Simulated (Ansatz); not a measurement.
Basis-set limit of C₂H₇, doublet

```yaml
atoms:
  - { symbol: C, position_ang: [-1.2214, 0.0000, 0.0000] }
  - { symbol: H, position_ang: [-1.5846, 1.0273, 0.0000] }
  - { symbol: H, position_ang: [-1.5846, -0.5137, 0.8897] }
  - { symbol: H, position_ang: [-1.5846, -0.5137, -0.8897] }
  - { symbol: H, position_ang: [0.1916, 0.0000, 0.0000] }
  - { symbol: C, position_ang: [1.2816, 0.0000, 0.0000] }
  - { symbol: H, position_ang: [1.2816, -1.0800, 0.0000] }
  - { symbol: H, position_ang: [1.2816, 0.5400, 0.9353] }
  - { symbol: H, position_ang: [1.2816, 0.5400, -0.9353] }
```

Ansatz 0.2.0, UHF determinant, valence electrons correlated. Energies in eV.

```json
{"set": "def2-TZVPP", "X": "3", "functions": "160", "Hartree–Fock": "-2168.8551", "MP2 correlation": "-10.3523", "CCSD(T) correlation": "-11.7642", "time": "3.5 s on 1 × NVIDIA H100 80GB HBM3 with 1 thread of AMD EPYC 7R13 Processor (Zen 3), on a shared host"}
{"set": "def2-QZVPP", "X": "4", "functions": "324", "Hartree–Fock": "-2168.9766", "MP2 correlation": "-10.9771", "CCSD(T) correlation": "-12.2974", "time": "11 s on 1 × NVIDIA H100 80GB HBM3 with 1 thread of AMD EPYC 7R13 Processor (Zen 3), with other jobs on the host"}
```

Hartree–Fock is taken to follow E(X) = E∞ + A·exp(−7.88·√X), correlation E(X) = E∞ + B·X^−2.97.

Q: Work out the CCSD(T) energy at the limit, and how far the shortcut misses it that extrapolates MP2 and adds CCSD(T) minus MP2 from the smaller set.

A: Hartree–Fock: E∞ = E4 + 0.1377·(E4 − E3) = -2168.9934. Correlation: E∞ = E4 + 0.7407·(E4 − E3) = -12.6923 for CCSD(T) and -11.4400 for MP2. The limit is -2181.6856 eV, 0.412 eV below def2-QZVPP. The shortcut gives a correlation energy of -11.4400 + (-1.4120) = -12.8520, 160 meV lower than the direct value.
